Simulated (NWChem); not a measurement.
**One shape, several levels: NCO (SMILES [N]=C=O)**

We compute a comparison of 4 runs (UHF/STO-3G, UHF/3-21G, UB3LYP/6-31G*) of NCO. 

The results are computed with NWChem 7.3.0.

### Step 1. The system as given

NCO has 3 atoms, charge 0, and is taken as a doublet. SMILES: `[N]=C=O`. Geometry: relaxed at PBE0-D4/def2-TZVP.

Bond lengths: N1–C2 1.222 Å, C2–O3 1.171 Å. Angles: N1–C2–O3 180.0°.

### Step 2. Energy and forces at UHF/STO-3G (run 1)

Input file mol.nw:

```
start mol
title "CNO hf"
memory total 2200 mb

geometry units atomic noautosym nocenter noautoz
  N      1.82963283     0.79954312     1.09452937
  C     -0.02607822    -0.01133836    -0.01568473
  O     -1.80355461    -0.78820477    -1.07903362
end

basis spherical bse
  N library STO-3G
  C library STO-3G
  O library STO-3G
end

scf
  doublet
  uhf
  thresh 1e-08
  maxiter 80
  print medium
end

task scf gradient
```

Command:

```sh
nwchem mol.nw > mol.out
```

The log of the run:

```text
[...]
  functions       =    15
[...]
  wavefunction    = UHF
[...]
         Total SCF energy =   -164.914867151746
      One electron energy =   -329.047631359379
      Two electron energy =    111.863883670211
 Nuclear repulsion energy =     52.268880537422
                       Sz =      0.5000
                 Sz(Sz+1) =      0.7500
                      S^2 =      0.9978
[...]
                         UHF ENERGY GRADIENTS
    atom               coordinates                        gradient
                 x          y          z           x          y          z
   1 N       1.829633   0.799543   1.094529   -0.022264  -0.009732  -0.013318
   2 C      -0.026078  -0.011338  -0.015685   -0.115332  -0.050402  -0.068997
   3 O      -1.803555  -0.788205  -1.079034    0.137595   0.060134   0.082316
[...]
```

Run time: 1.1 s. Hardware: 1 thread of AMD EPYC 7R43 (Zen 3), shared host; peak memory 0.092 GiB.

### Step 3. Energy and gradient at UHF/3-21G (run 2)

Input file input.nw:

```
start input
title "CNO gradient"
memory stack 880 mb heap 220 mb global 1100 mb
charge 0

geometry units atomic noautosym nocenter noautoz
 N   1.82963283  0.79954312  1.09452937
 C  -0.02607822 -0.01133836 -0.01568473
 O  -1.80355461 -0.78820477 -1.07903362
end

basis spherical bse
 * library 3-21G
end

scf
 doublet
 uhf
 thresh 1e-08
 maxiter 80
end

task scf gradient
```

Command:

```sh
nwchem input.nw > input.out
```

The log of the run:

```text
[...]
  functions       =    27
[...]
  wavefunction    = UHF
[...]
         Total SCF energy =   -166.181091792669
      One electron energy =   -329.295863601775
      Two electron energy =    110.845891271684
 Nuclear repulsion energy =     52.268880537422
                       Sz =      0.5000
                 Sz(Sz+1) =      0.7500
                      S^2 =      0.8916
[...]
                         UHF ENERGY GRADIENTS
    atom               coordinates                        gradient
                 x          y          z           x          y          z
   1 N       1.829633   0.799543   1.094529    0.021264   0.009287   0.012723
   2 C      -0.026078  -0.011338  -0.015685   -0.056943  -0.024877  -0.034069
   3 O      -1.803555  -0.788205  -1.079034    0.035679   0.015590   0.021346
[...]
```

Run time: 1.2 s. Hardware: 1 thread of AMD EPYC 7R43 (Zen 3), shared host; peak memory 0.094 GiB.

Run 3 isn't shown in full; the table further down has it.

### Step 4. Energy and gradient at UB3LYP/6-31G(d) (Cartesian functions) (run 4)

Input file cno.nw:

```
start cno
title "CNO"
memory total 2200 mb

geometry units bohr noautosym nocenter noautoz
   N      1.82963283     0.79954312     1.09452937
   C     -0.02607822    -0.01133836    -0.01568473
   O     -1.80355461    -0.78820477    -1.07903362
end

basis cartesian
   * library 6-31G*
end

dft
   xc b3lyp
   mult 2
   grid xfine
   convergence energy 1e-08
   maxiter 100
   mulliken
   print medium
end

task dft gradient
```

Command:

```sh
nwchem cno.nw > cno.out
```

The log of the run:

```text
[...]
          Wavefunction type:  spin polarized.
          No. of atoms     :     3
          No. of electrons :    21
[...]
          Charge           :     0
          Spin multiplicity:     2
[...]
          AO basis - number of functions:    45
[...]
              XC Information
              --------------
                         B3LYP Method XC Potential
                     Hartree-Fock (Exact) Exchange  0.200
                        Slater Exchange Functional  0.800 local
                    Becke 1988 Exchange Functional  0.720 non-local
              Lee-Yang-Parr Correlation Functional  0.810
                  VWN I RPA Correlation Functional  0.190 local
[...]
 d= 0,ls=0.0,diis     1   -167.9168704807 -2.20D+02  1.09D-02  1.87D-01     0.7
[...]
 d= 0,ls=0.0,diis    12   -168.0005987205 -4.53D-09  2.31D-07  1.32D-10     7.5
[...]
         Total DFT energy =     -168.000598720495
      One electron energy =     -331.227545632161
           Coulomb energy =      131.754258740564
    Exchange-Corr. energy =      -20.796192366320
 Nuclear repulsion energy =       52.268880537422
[...]
      Total Density - Mulliken Population Analysis
     ---------------------------------------------
    Atom       Charge   Shell Charges
 -----------   ------   -------------------------------------------------------
    1 N    7     7.34   1.99  0.87  2.21  1.09  1.20 -0.02
    2 C    6     5.36   1.99  0.75  1.97  0.16  0.45  0.03
    3 O    8     8.29   1.99  0.93  2.84  1.00  1.52  0.01
[...]
      <S2> =      0.7619 (Exact =     0.7500)
[...]
  wavefunction    = open shell
                         DFT ENERGY GRADIENTS
    atom               coordinates                        gradient
                 x          y          z           x          y          z
   1 N       1.829633   0.799543   1.094529   -0.012726  -0.005564  -0.007612
   2 C      -0.026078  -0.011338  -0.015685   -0.011675  -0.005097  -0.006988
   3 O      -1.803555  -0.788205  -1.079034    0.024401   0.010661   0.014599
[...]
```

Run time: 9.9 s. Hardware: 1 thread of AMD EPYC 7R43 (Zen 3), shared host; peak memory 0.12 GiB.

### Step 5. The series

```csv
run,level,iteration cap,module,energy (Eh),dipole moment (D),HOMO energy (eV),LUMO energy (eV),wall time
1,UHF/STO-3G,80,scf,-164.914867,1.20,-8.94,4.45,1.1 s
2,UHF/3-21G,80,scf,-166.181092,0.96,-11.71,0.19,1.2 s
3,UB3LYP/6-31G* (spherical functions),100,dft,-167.996789,0.76,-8.53,-5.94,9.9 s
4,UB3LYP/6-31G* (Cartesian functions),100,dft,-168.000599,0.75,-8.54,-5.95,9.9 s
```

### Step 6. Summary of results

| quantity | value |
| --- | --- |
| run 4: total energy | -168.00060 Eh |
| run 4: dipole moment | 0.75 D |
| run 4: HOMO energy (highest over α and β) | -8.54 eV |
| run 4: LUMO energy (lowest over α and β) | -5.95 eV |
| run 4: ⟨S²⟩ | 0.762 |
| run 4: largest force on an atom | 1.562 eV/Å |

What this shows: The dipole moment (its size) runs from 0.75 D (UB3LYP/6-31G*) to 1.20 D (UHF/STO-3G). The two ends differ in method and basis. In run 1 the basis is minimal, so the values are rough. Spin contamination of the reference: run 1 ⟨S²⟩ = 1.00, run 2 ⟨S²⟩ = 0.89. All runs together took 22 s, the longest 9.9 s.
